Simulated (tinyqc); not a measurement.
UKS/LDA (VWN5) in the sto-6g basis, for H2O+, spin multiplicity 2, step by step (part 1 of 2). Computed by tinyqc, a small Python program that keeps every step (integrals from PySCF). Settings: charge = 1, multiplicity = 2, basis = sto-6g, energy threshold = 1e-10, iteration cap = 84, orthogonalisation = canonical, start = highest core orbitals, DIIS depth = 3, DIIS from iteration = 2, method = UKS, functional = lda,vwn, grid = [10, 86]. Command: `OMP_NUM_THREADS=1 python tinyqc.py 28505 28506 out.jsonl` (the two numbers bound the seeds that draw the settings). One thread of a shared host (Intel(R) Xeon(R) Processor @ 2.60GHz), about 3 s of CPU time with the checks. Later iterations appear only in the table of the cycle.

## One-electron integrals

Geometry (angstrom):
```
atom       x        y       z
O     0.0000   0.0000  0.0000
H     0.0000   0.8420  0.7910
H     0.0000  -0.8420  0.7910
```

Basis sto-6g: exponents (1/bohr^2) and contraction coefficients of normalised primitives:
```
element  l (shell)   exponent  coefficient
O            s (1)  1355.5842       0.0092
O            s (1)   248.5449       0.0494
O            s (1)    69.5339       0.1685
O            s (1)    23.8868       0.3706
O            s (1)     9.2759       0.4165
O            s (1)     3.8203       0.1303
O            s (2)    52.1878      -0.0133
O            s (2)    10.3293      -0.0470
O            s (2)     3.2103      -0.0338
O            s (2)     1.2351       0.2502
O            s (2)     0.5364       0.5951
O            s (2)     0.2459       0.2407
O            p (3)    52.1878       0.0038
O            p (3)    10.3293       0.0377
O            p (3)     3.2103       0.1739
O            p (3)     1.2351       0.4180
O            p (3)     0.5364       0.4259
O            p (3)     0.2459       0.1017
H            s (1)    35.5232       0.0092
H            s (1)     6.5131       0.0494
H            s (1)     1.8221       0.1685
H            s (1)     0.6260       0.3706
H            s (1)     0.2431       0.4165
H            s (1)     0.1001       0.1303
```

Overlap, kinetic and nuclear-attraction integrals over the contracted functions; the nuclear repulsion is the sum of Za Zb / Rab.

nuclear repulsion = 7.643129 hartree

overlap S, lower triangle:
```
         1O 1s   1O 2s  1O 2px   1O 2py  1O 2pz   2H 1s   3H 1s
1O 1s   1.0000
1O 2s   0.2311  1.0000
1O 2px  0.0000  0.0000  1.0000
1O 2py  0.0000  0.0000  0.0000   1.0000
1O 2pz  0.0000  0.0000  0.0000   0.0000  1.0000
2H 1s   0.0351  0.3571  0.0000   0.2325  0.2184  1.0000
3H 1s   0.0351  0.3571  0.0000  -0.2325  0.2184  0.1960  1.0000
```

kinetic energy T (hartree), lower triangle:
```
          1O 1s   1O 2s  1O 2px   1O 2py  1O 2pz    2H 1s   3H 1s
1O 1s   29.3272
1O 2s   -0.8960  0.8426
1O 2px   0.0000  0.0000  2.5313
1O 2py   0.0000  0.0000  0.0000   2.5313
1O 2pz   0.0000  0.0000  0.0000   0.0000  2.5313
2H 1s   -0.0063  0.0523  0.0000   0.1130  0.1062   0.7685
3H 1s   -0.0063  0.0523  0.0000  -0.1130  0.1062  -0.0036  0.7685
```

nuclear attraction V (hartree), lower triangle:
```
           1O 1s    1O 2s   1O 2px   1O 2py   1O 2pz    2H 1s    3H 1s
1O 1s   -62.1744
1O 2s    -6.3630  -9.9129
1O 2px    0.0000   0.0000  -9.8594
1O 2py    0.0000   0.0000   0.0000  -9.9440
1O 2pz   -0.0154  -0.1800   0.0000   0.0000  -9.9341
2H 1s    -1.1042  -2.6908   0.0000  -1.5424  -1.4997  -5.1572
3H 1s    -1.1042  -2.6908   0.0000   1.5424  -1.4997  -1.0907  -5.1572
```

core Hamiltonian H = T + V (hartree), lower triangle:
```
           1O 1s    1O 2s   1O 2px   1O 2py   1O 2pz    2H 1s    3H 1s
1O 1s   -32.8472
1O 2s    -7.2591  -9.0703
1O 2px    0.0000   0.0000  -7.3280
1O 2py    0.0000   0.0000   0.0000  -7.4127
1O 2pz   -0.0154  -0.1800   0.0000   0.0000  -7.4028
2H 1s    -1.1106  -2.6385   0.0000  -1.4294  -1.3935  -4.3886
3H 1s    -1.1106  -2.6385   0.0000   1.4294  -1.3935  -1.0943  -4.3886
```

## Two-electron integrals

Functions are numbered as in S; the eight-fold symmetry (ij|kl) = (ji|kl) = (kl|ij) leaves the list below.

Two-electron integrals (ij|kl) in chemists' order, unique and non-zero (hartree):
```
(11|11) 4.7875      (21|11) 0.6759      (21|21) 0.1215      (22|11) 1.1174
(22|21) 0.2492      (22|22) 0.8174      (31|31) 0.0258      (32|31) 0.0391
(32|32) 0.1807      (33|11) 1.1174      (33|21) 0.2492      (33|22) 0.8174
(33|33) 0.8807      (41|41) 0.0258      (42|41) 0.0391      (42|42) 0.1807
(43|43) 0.0475      (44|11) 1.1174      (44|21) 0.2492      (44|22) 0.8174
(44|33) 0.7857      (44|44) 0.8807      (51|51) 0.0258      (52|51) 0.0391
(52|52) 0.1807      (53|53) 0.0475      (54|54) 0.0475      (55|11) 1.1174
(55|21) 0.2492      (55|22) 0.8174      (55|33) 0.7857      (55|44) 0.7857
(55|55) 0.8807      (61|11) 0.1093      (61|21) 0.0188      (61|22) 0.0378
(61|33) 0.0378      (61|41) 0.0007      (61|42) 0.0013      (61|44) 0.0379
(61|51) 0.0006      (61|52) 0.0012      (61|54) 1.20e-04    (61|55) 0.0379
(61|61) 0.0030      (62|11) 0.2838      (62|21) 0.0643      (62|22) 0.2357
(62|33) 0.2317      (62|41) 0.0038      (62|42) 0.0286      (62|44) 0.2381
(62|51) 0.0035      (62|52) 0.0269      (62|54) 0.0060      (62|55) 0.2373
(62|61) 0.0100      (62|62) 0.0872      (63|31) 0.0069      (63|32) 0.0396
(63|43) 0.0058      (63|53) 0.0055      (63|63) 0.0118      (64|11) 0.1557
(64|21) 0.0357      (64|22) 0.1398      (64|33) 0.1336      (64|41) 0.0087
(64|42) 0.0553      (64|44) 0.1489      (64|51) 0.0017      (64|52) 0.0148
(64|54) 0.0089      (64|55) 0.1368      (64|61) 0.0058      (64|62) 0.0628
(64|64) 0.0566      (65|11) 0.1463      (65|21) 0.0336      (65|22) 0.1313
(65|33) 0.1255      (65|41) 0.0017      (65|42) 0.0148      (65|44) 0.1289
(65|51) 0.0085      (65|52) 0.0535      (65|54) 0.0090      (65|55) 0.1394
(65|61) 0.0055      (65|62) 0.0590      (65|64) 0.0420      (65|65) 0.0513
(66|11) 0.4502      (66|21) 0.1038      (66|22) 0.4373      (66|33) 0.4206
(66|41) 0.0073      (66|42) 0.0777      (66|44) 0.4472      (66|51) 0.0069
(66|52) 0.0730      (66|54) 0.0249      (66|55) 0.4441      (66|61) 0.0163
(66|62) 0.2122      (66|64) 0.1742      (66|65) 0.1636      (66|66) 0.7750
(71|11) 0.1093      (71|21) 0.0188      (71|22) 0.0378      (71|33) 0.0378
(71|41) -0.0007     (71|42) -0.0013     (71|44) 0.0379      (71|51) 0.0006
(71|52) 0.0012      (71|54) -1.20e-04   (71|55) 0.0379      (71|61) 0.0029
(71|62) 0.0097      (71|64) 0.0052      (71|65) 0.0053      (71|66) 0.0157
(71|71) 0.0030      (72|11) 0.2838      (72|21) 0.0643      (72|22) 0.2357
(72|33) 0.2317      (72|41) -0.0038     (72|42) -0.0286     (72|44) 0.2381
(72|51) 0.0035      (72|52) 0.0269      (72|54) -0.0060     (72|55) 0.2373
(72|61) 0.0097      (72|62) 0.0708      (72|64) 0.0354      (72|65) 0.0468
(72|66) 0.1408      (72|71) 0.0100      (72|72) 0.0872      (73|31) 0.0069
(73|32) 0.0396      (73|43) -0.0058     (73|53) 0.0055      (73|63) 0.0093
(73|73) 0.0118      (74|11) -0.1557     (74|21) -0.0357     (74|22) -0.1398
(74|33) -0.1336     (74|41) 0.0087      (74|42) 0.0553      (74|44) -0.1489
(74|51) -0.0017     (74|52) -0.0148     (74|54) 0.0089      (74|55) -0.1368
(74|61) -0.0052     (74|62) -0.0354     (74|64) -0.0088     (74|65) -0.0229
(74|66) -0.0637     (74|71) -0.0058     (74|72) -0.0628     (74|74) 0.0566
(75|11) 0.1463      (75|21) 0.0336      (75|22) 0.1313      (75|33) 0.1255
(75|41) -0.0017     (75|42) -0.0148     (75|44) 0.1289      (75|51) 0.0085
(75|52) 0.0535      (75|54) -0.0090     (75|55) 0.1394      (75|61) 0.0053
(75|62) 0.0468      (75|64) 0.0229      (75|65) 0.0397      (75|66) 0.1013
(75|71) 0.0055      (75|72) 0.0590      (75|74) -0.0420     (75|75) 0.0513
(76|11) 0.1064      (76|21) 0.0244      (76|22) 0.0983      (76|33) 0.0957
(76|44) 0.0973      (76|51) 0.0020      (76|52) 0.0187      (76|55) 0.1018
(76|61) 0.0038      (76|62) 0.0375      (76|64) 0.0234      (76|65) 0.0285
(76|66) 0.0995      (76|71) 0.0038      (76|72) 0.0375      (76|74) -0.0234
(76|75) 0.0285      (76|76) 0.0209      (77|11) 0.4502      (77|21) 0.1038
(77|22) 0.4373      (77|33) 0.4206      (77|41) -0.0073     (77|42) -0.0777
(77|44) 0.4472      (77|51) 0.0069      (77|52) 0.0730      (77|54) -0.0249
(77|55) 0.4441      (77|61) 0.0157      (77|62) 0.1408      (77|64) 0.0637
(77|65) 0.1013      (77|66) 0.3109      (77|71) 0.0163      (77|72) 0.2122
(77|74) -0.1742     (77|75) 0.1636      (77|76) 0.0995      (77|77) 0.7750
```

## Orthogonalisation

S = U s U^T; canonical form X = U s^(-1/2), so that X^T S X = 1. Each column of U has its largest component positive (the first on a tie).

eigenvalues of S: 0.4689  0.5590  0.8809  1.0000  1.1094  1.2451  1.7368

X:
```
              1        2        3       4        5        6       7
1O 1s   -0.3477   0.0000   0.7247  0.0000   0.6217   0.0000  0.1730
1O 2s    0.9879   0.0000  -0.3182  0.0000   0.3395   0.0000  0.4328
1O 2px   0.0000   0.0000   0.0000  1.0000   0.0000   0.0000  0.0000
1O 2py   0.0000   0.7994   0.0000  0.0000   0.0000   0.7185  0.0000
1O 2pz   0.5116   0.0000   0.6656  0.0000  -0.5959   0.0000  0.2315
2H 1s   -0.6221  -0.7583  -0.1815  0.0000  -0.1492   0.3787  0.3905
3H 1s   -0.6221   0.7583  -0.1815  0.0000  -0.1492  -0.3787  0.3905
```

## Starting guess

The start is the highest orbitals of the core Hamiltonian (a deliberately bad start); D(s) = C_occ C_occ^T for each spin.

D(alpha) at the start, lower triangle:
```
          1O 1s    1O 2s  1O 2px   1O 2py   1O 2pz    2H 1s   3H 1s
1O 1s    0.0079
1O 2s   -0.0439   0.2899
1O 2px   0.0000   0.0000  1.0000
1O 2py   0.0000   0.0000  0.0000   1.1553
1O 2pz   0.0678  -0.2528  0.0000   0.0000   0.9323
2H 1s    0.0250  -0.2892  0.0000  -0.3340  -0.1989   1.2927
3H 1s    0.0250  -0.2892  0.0000   0.3340  -0.1989  -0.1442  1.2927
```

D(beta) at the start, lower triangle:
```
          1O 1s    1O 2s  1O 2px   1O 2py   1O 2pz    2H 1s   3H 1s
1O 1s    0.0079
1O 2s   -0.0439   0.2899
1O 2px   0.0000   0.0000  1.0000
1O 2py   0.0000   0.0000  0.0000   0.0623
1O 2pz   0.0678  -0.2528  0.0000   0.0000   0.9323
2H 1s    0.0250  -0.2892  0.0000  -0.2095  -0.1989   1.2785
3H 1s    0.0250  -0.2892  0.0000   0.2095  -0.1989  -0.1300  1.2785
```

## Iteration 1: exchange-correlation on the grid

Becke grid with 10 radial and 86 angular points per atom, points of zero weight dropped. rho = sum D_ij phi_i phi_j; V_xc,ij = sum w v_xc phi_i phi_j; v_xc is d(rho eps)/d rho(s) for spin s.

The 16 grid points with the largest w rho, of 2578 (bohr, atomic units):
```
x              y        z       w  rho(alpha)  rho(beta)   eps_xc  v_xc(alpha)
0.4456    0.0000  -1.1042  0.1348      0.1614     0.1614  -0.5690      -0.7458
-0.4456   0.0000  -1.1042  0.1348      0.1614     0.1614  -0.5690      -0.7458
0.0000    0.0000  -1.1907  0.1317      0.1630     0.1630  -0.5708      -0.7482
-0.8268  -0.2251  -0.8268  0.1355      0.1557     0.1510  -0.5600      -0.7367
0.8268    0.2251  -0.8268  0.1355      0.1557     0.1510  -0.5600      -0.7367
0.8268   -0.2251  -0.8268  0.1355      0.1557     0.1510  -0.5600      -0.7367
-0.8268   0.2251  -0.8268  0.1355      0.1557     0.1510  -0.5600      -0.7367
0.0000   -0.4456  -1.1042  0.1348      0.1633     0.1449  -0.5612      -0.7457
0.0000    0.4456  -1.1042  0.1348      0.1633     0.1449  -0.5612      -0.7457
-1.1042   0.0000  -0.4456  0.1348      0.1447     0.1447  -0.5500      -0.7207
1.1042    0.0000  -0.4456  0.1348      0.1447     0.1447  -0.5500      -0.7207
-0.4401  -0.4401  -1.0151  0.1267      0.1614     0.1434  -0.5593      -0.7430
0.4401   -0.4401  -1.0151  0.1267      0.1614     0.1434  -0.5593      -0.7430
0.4401    0.4401  -1.0151  0.1267      0.1614     0.1434  -0.5593      -0.7430
-0.4401   0.4401  -1.0151  0.1267      0.1614     0.1434  -0.5593      -0.7430
-0.6874  -0.6874  -0.6874  0.1362      0.1554     0.1119  -0.5390      -0.7297
```

electrons on the grid, sum of w rho = 8.9881

E_xc = sum of w rho eps_xc = -4.510285 hartree

V_xc(alpha) (hartree), lower triangle:
```
          1O 1s    1O 2s   1O 2px   1O 2py   1O 2pz    2H 1s    3H 1s
1O 1s   -0.9350
1O 2s   -0.2282  -0.7476
1O 2px   0.0000   0.0000  -0.7471
1O 2py   0.0000   0.0000   0.0000  -0.7526
1O 2pz   0.0048   0.0403   0.0000   0.0000  -0.7419
2H 1s   -0.0341  -0.2160   0.0000  -0.1360  -0.1218  -0.5456
3H 1s   -0.0341  -0.2160   0.0000   0.1360  -0.1218  -0.0936  -0.5456
```

V_xc(beta) (hartree), lower triangle:
```
          1O 1s    1O 2s   1O 2px   1O 2py   1O 2pz    2H 1s    3H 1s
1O 1s   -0.8532
1O 2s   -0.2018  -0.6671
1O 2px   0.0000   0.0000  -0.7029
1O 2py   0.0000   0.0000   0.0000  -0.6007
1O 2pz   0.0059   0.0459   0.0000   0.0000  -0.6966
2H 1s   -0.0301  -0.1966   0.0000  -0.1199  -0.1155  -0.5347
3H 1s   -0.0301  -0.1966   0.0000   0.1199  -0.1155  -0.0900  -0.5347
```

## Iteration 1: building the Kohn-Sham matrix

J_ij = sum D_kl (ij|kl) with D = D(alpha) + D(beta); F = H + J + V_xc; E = tr D H + tr D J / 2 + E_xc + E_nn.

Coulomb J (hartree), lower triangle:
```
          1O 1s   1O 2s  1O 2px   1O 2py  1O 2pz   2H 1s   3H 1s
1O 1s    7.3340
1O 2s    1.6449  5.7461
1O 2px   0.0000  0.0000  5.7227
1O 2py   0.0000  0.0000  0.0000   5.7308
1O 2pz  -0.0235  0.0141  0.0000   0.0000  5.7849
2H 1s    0.2491  1.8148  0.0000   1.1300  1.0904  4.2471
3H 1s    0.2491  1.8148  0.0000  -1.1300  1.0904  0.8535  4.2471
```

F(alpha) (hartree), lower triangle:
```
           1O 1s    1O 2s   1O 2px   1O 2py   1O 2pz    2H 1s    3H 1s
1O 1s   -26.4482
1O 2s    -5.8424  -4.0718
1O 2px    0.0000   0.0000  -2.3524
1O 2py    0.0000   0.0000   0.0000  -2.4345
1O 2pz   -0.0341  -0.1256   0.0000   0.0000  -2.3598
2H 1s    -0.8955  -1.0397   0.0000  -0.4354  -0.4249  -0.6871
3H 1s    -0.8955  -1.0397   0.0000   0.4354  -0.4249  -0.3343  -0.6871
```

F(beta) (hartree), lower triangle:
```
           1O 1s    1O 2s   1O 2px   1O 2py   1O 2pz    2H 1s    3H 1s
1O 1s   -26.3665
1O 2s    -5.8160  -3.9913
1O 2px    0.0000   0.0000  -2.3082
1O 2py    0.0000   0.0000   0.0000  -2.2827
1O 2pz   -0.0330  -0.1200   0.0000   0.0000  -2.3145
2H 1s    -0.8915  -1.0203   0.0000  -0.4193  -0.4186  -0.6762
3H 1s    -0.8915  -1.0203   0.0000   0.4193  -0.4186  -0.3307  -0.6762
```

total energy of this density = -26.748014 hartree

## Iteration 1: diagonalisation and new density

Diagonalise F' = X^T F X, C = X C', fill 5 alpha and 4 beta electrons from the bottom; D(s) = C_occ C_occ^T. Each column has its largest component positive (the first on a tie).

F' = X^T F X (alpha) (hartree), lower triangle:
```
         1        2         3        4         5        6        7
1  -2.3585
2   0.0000  -0.9058
3   3.0998   0.0000  -12.2625
4   0.0000   0.0000    0.0000  -2.3524
5   3.1116   0.0000  -10.5100   0.0000  -13.5731
6   0.0000  -0.9849    0.0000   0.0000    0.0000  -1.8320
7   0.0366   0.0000   -4.7351   0.0000   -5.1950   0.0000  -3.9934
```

orbital energies (alpha) (hartree): MO1 -26.4519, MO2 -3.0149, MO3 -2.4573, MO4 -2.3524, MO5 -2.3444, MO6 -0.3763, MO7 -0.2806

coefficients C (alpha):
```
            MO1      MO2      MO3     MO4      MO5      MO6      MO7
1O 1s    1.0030  -0.2284   0.0000  0.0000   0.0469   0.0448   0.0000
1O 2s   -0.0143   1.0718   0.0000  0.0000  -0.2042  -0.4348   0.0000
1O 2px   0.0000   0.0000   0.0000  1.0000   0.0000   0.0000   0.0000
1O 2py   0.0000   0.0000   1.0351  0.0000   0.0000   0.0000  -0.2898
1O 2pz   0.0001   0.2718   0.0000  0.0000   0.9918  -0.2365   0.0000
2H 1s    0.0028  -0.1097  -0.0867  0.0000  -0.0502   0.7617   0.8432
3H 1s    0.0028  -0.1097   0.0867  0.0000  -0.0502   0.7617  -0.8432
```

F' = X^T F X (beta) (hartree), lower triangle:
```
         1        2         3        4         5        6        7
1  -2.3122
2   0.0000  -0.8394
3   3.0885   0.0000  -12.2046
4   0.0000   0.0000    0.0000  -2.3082
5   3.1083   0.0000  -10.4977   0.0000  -13.5106
6   0.0000  -0.9097    0.0000   0.0000    0.0000  -1.7340
7   0.0708   0.0000   -4.7257   0.0000   -5.1736   0.0000  -3.9474
```

orbital energies (beta) (hartree): MO1 -26.3704, MO2 -2.9338, MO3 -2.3082, MO4 -2.3004, MO5 -2.2994, MO6 -0.3712, MO7 -0.2730

coefficients C (beta):
```
            MO1      MO2     MO3      MO4      MO5      MO6      MO7
1O 1s    1.0031  -0.2278  0.0000   0.0000   0.0472   0.0452   0.0000
1O 2s   -0.0147   1.0704  0.0000   0.0000  -0.2063  -0.4374   0.0000
1O 2px   0.0000   0.0000  1.0000   0.0000   0.0000   0.0000   0.0000
1O 2py   0.0000   0.0000  0.0000   1.0325   0.0000   0.0000  -0.2988
1O 2pz   0.0000   0.2725  0.0000   0.0000   0.9911  -0.2384   0.0000
2H 1s    0.0029  -0.1077  0.0000  -0.0793  -0.0491   0.7620   0.8439
3H 1s    0.0029  -0.1077  0.0000   0.0793  -0.0491   0.7620  -0.8439
```

D(alpha) after iteration 1, lower triangle:
```
          1O 1s    1O 2s  1O 2px   1O 2py   1O 2pz   2H 1s   3H 1s
1O 1s    1.0604
1O 2s   -0.2687   1.1907
1O 2px   0.0000   0.0000  1.0000
1O 2py   0.0000   0.0000  0.0000   1.0713
1O 2pz  -0.0154   0.0887  0.0000   0.0000   1.0575
2H 1s    0.0255  -0.1073  0.0000  -0.0897  -0.0796  0.0221
3H 1s    0.0255  -0.1073  0.0000   0.0897  -0.0796  0.0071  0.0221
```

D(beta) after iteration 1, lower triangle:
```
          1O 1s    1O 2s  1O 2px   1O 2py   1O 2pz   2H 1s   3H 1s
1O 1s    1.0581
1O 2s   -0.2586   1.1459
1O 2px   0.0000   0.0000  1.0000
1O 2py   0.0000   0.0000  0.0000   1.0660
1O 2pz  -0.0621   0.2917  0.0000   0.0000   0.0743
2H 1s    0.0275  -0.1154  0.0000  -0.0819  -0.0294  0.0179
3H 1s    0.0275  -0.1154  0.0000   0.0819  -0.0294  0.0053  0.0179
```

## Iteration 2: exchange-correlation on the grid

As before.

The 16 grid points with the largest w rho, of 2578 (bohr, atomic units):
```
x              y        z       w  rho(alpha)  rho(beta)   eps_xc  v_xc(alpha)
-1.1042  -0.4456   0.0000  0.1342      0.1683     0.1662  -0.5754      -0.7554
1.1042   -0.4456   0.0000  0.1342      0.1683     0.1662  -0.5754      -0.7554
-1.1042   0.4456   0.0000  0.1342      0.1683     0.1662  -0.5754      -0.7554
1.1042    0.4456   0.0000  0.1342      0.1683     0.1662  -0.5754      -0.7554
1.1042    0.0000   0.4456  0.1342      0.1703     0.1634  -0.5750      -0.7575
-1.1042   0.0000   0.4456  0.1342      0.1703     0.1634  -0.5750      -0.7575
-1.1907   0.0000   0.0000  0.1316      0.1680     0.1659  -0.5751      -0.7549
1.1907    0.0000   0.0000  0.1316      0.1680     0.1659  -0.5751      -0.7549
-0.8268  -0.8268  -0.2251  0.1342      0.1687     0.1562  -0.5704      -0.7544
0.8268   -0.8268  -0.2251  0.1342      0.1687     0.1562  -0.5704      -0.7544
-0.8268   0.8268  -0.2251  0.1342      0.1687     0.1562  -0.5704      -0.7544
0.8268    0.8268  -0.2251  0.1342      0.1687     0.1562  -0.5704      -0.7544
0.8268    0.8268   0.2251  0.1281      0.1686     0.1682  -0.5766      -0.7560
-0.8268   0.8268   0.2251  0.1281      0.1686     0.1682  -0.5766      -0.7560
0.8268   -0.8268   0.2251  0.1281      0.1686     0.1682  -0.5766      -0.7560
-0.8268  -0.8268   0.2251  0.1281      0.1686     0.1682  -0.5766      -0.7560
```

electrons on the grid, sum of w rho = 9.0042

E_xc = sum of w rho eps_xc = -8.945118 hartree

V_xc(alpha) (hartree), lower triangle:
```
          1O 1s    1O 2s   1O 2px   1O 2py   1O 2pz    2H 1s    3H 1s
1O 1s   -2.9544
1O 2s   -0.3823  -0.8332
1O 2px   0.0000   0.0000  -0.8372
1O 2py   0.0000   0.0000   0.0000  -0.8355
1O 2pz  -0.0011  -0.0033   0.0000   0.0000  -0.8266
2H 1s   -0.0636  -0.2057   0.0000  -0.1105  -0.1029  -0.2129
3H 1s   -0.0636  -0.2057   0.0000   0.1105  -0.1029  -0.0639  -0.2129
```

V_xc(beta) (hartree), lower triangle:
```
          1O 1s    1O 2s   1O 2px   1O 2py   1O 2pz    2H 1s    3H 1s
1O 1s   -2.9352
1O 2s   -0.3703  -0.7724
1O 2px   0.0000   0.0000  -0.8020
1O 2py   0.0000   0.0000   0.0000  -0.8004
1O 2pz  -0.0055  -0.0363   0.0000   0.0000  -0.7147
2H 1s   -0.0621  -0.1941   0.0000  -0.1069  -0.0985  -0.2039
3H 1s   -0.0621  -0.1941   0.0000   0.1069  -0.0985  -0.0599  -0.2039
```
